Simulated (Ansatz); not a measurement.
Two isomers of C2H8N2O: A = `CNC(N)O`, B = `NCNCO`.

Isolated molecules relaxed with PBE0-D4/def2-TZVP in Ansatz; ΔE leaves out vibrations. CBS: MP2 limit from def2 TZ/QZ plus the TZ coupled-cluster correction, frozen cores. DFT in def2-TZVPP. B3LYP here is the variant with VWN-RPA as its local correlation; programs differ in this. One conformer a species, not always the lowest.

(1) Which isomer does CCSD(T)/CBS put lower? Give the gap. (Best estimate.)

(2) Give E(B) − E(A) in kcal/mol with B3LYP-D4, PBE-D4, B2PLYP, HF/def2-TZVPP, CCSD/def2-TZVPP, ωB97M-V, CCSD(T)/def2-TZVPP. (Best estimate.)

Largest T1 diagnostic: 0.010.

## Answers

(1) Ansatz gave: A, by 4.9 kcal/mol.

(2) Computed: B3LYP-D4 4.1, PBE-D4 4.0, B2PLYP 4.5, HF/def2-TZVPP 5.5, CCSD/def2-TZVPP 5.0, ωB97M-V 4.9, CCSD(T)/def2-TZVPP 4.9. None reverses the order clearly.
